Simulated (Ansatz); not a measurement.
**Relaxing palladium (fcc)**

Theory: Ansatz 0.2.0, DFT, BLYP, plane waves (420 eV) with PAW, scalar-relativistic. The PAW files were generated under PBE, with cores re-solved for the functional.

k-point mesh 14×14×14, Fermi-Dirac smearing 0.05 eV, starting moments 0.50 μB. Cell and atoms relax.

Starting structure:

```yaml
crystal:
  lattice:
    - [0.0, 1.9449, 1.9449]
    - [1.9449, 0.0, 1.9449]
    - [1.9449, 1.9449, 0.0]
  atoms:
    - { symbol: Pd, position: [0.0, 0.0, 0.0], spin: 0.5 }
hamiltonian:
  xc: blyp
  pseudopotentials:
    kind: paw
    azcp:
      Pd: "pseudopotentials/Pd.paw.azcp"
basis:
  ecutwfc: 420
  fft_grid_basis: typed
kpoints:
  mp_grid: { grid: [14, 14, 14], shift: [0, 0, 0] }
magnetization:
  spin_polarized: true
scf:
  occupations: { method: fermi_dirac, width: 0.05 }
relax:
  max_steps: 60
  f_tol: 0.01
  cell: {}
```

Question: The pressure at the start is 19.2 GPa. By how much does the volume change?

Answer: From 14.71 to 16.38 Å³ per atom, 11.4 %. The final cell has a = 4.032 Å.

Question: How much energy does the relaxation gain?

Answer: 89.2 meV per atom.

Question: Which magnetic state does it end in?

Answer: ferromagnetic, net 0.39 μB per atom; moments 0.40 μB.

Real palladium is paramagnetic; a moment here is an artefact of the functional.
